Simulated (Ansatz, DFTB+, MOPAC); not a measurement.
Molecule: furan, C4H4O (charge 0, singlet). SMILES: c1ccoc1

Atoms: O1, C2, C3, C4, C5, H6, H7, H8, H9. Bonds: O1-C2, O1-C3, C2-C4, C2-H6, C3-C5, C3-H7, C4-C5, C4-H8, C5-H9.

Bond lengths (Å) and angles (degrees) optimised at AM1 with MOPAC; PM7 with MOPAC; SCC-DFTB with DFTB+; MP2/6-31G* with Ansatz (a program for electronic structure), each started from the B3LYP-D3(BJ)/def2-TZVP structure (Ansatz) of the last column. A row stands for all coordinates that are equal there; 8 of 12 kinds are shown. 6-31G* holds six Cartesian d functions. No wavenumbers were computed at SCC-DFTB, MP2/6-31G*, so these may be saddle points.

```tsv
coordinate	AM1	PM7	SCC-DFTB	MP2/6-31G*	B3LYP-D3(BJ)/def2-TZVP
O1-C2	1.395	1.381	1.372	1.367	1.362
C2-C4	1.380	1.367	1.375	1.366	1.355
C2-H6	1.085	1.064	1.094	1.080	1.075
C4-C5	1.448	1.443	1.428	1.428	1.433
C4-H8	1.086	1.069	1.093	1.081	1.077
C2-O1-C3	106.6	106.4	107.6	106.6	106.9
O1-C2-C4	110.1	110.5	109.6	110.5	110.3
C2-C4-C5	106.6	106.3	106.6	106.2	106.2
```

Mean signed difference of all 9 bond lengths from B3LYP-D3(BJ)/def2-TZVP: AM1 0.019 Å, PM7 0.004 Å, SCC-DFTB 0.014 Å, MP2/6-31G* 0.005 Å.
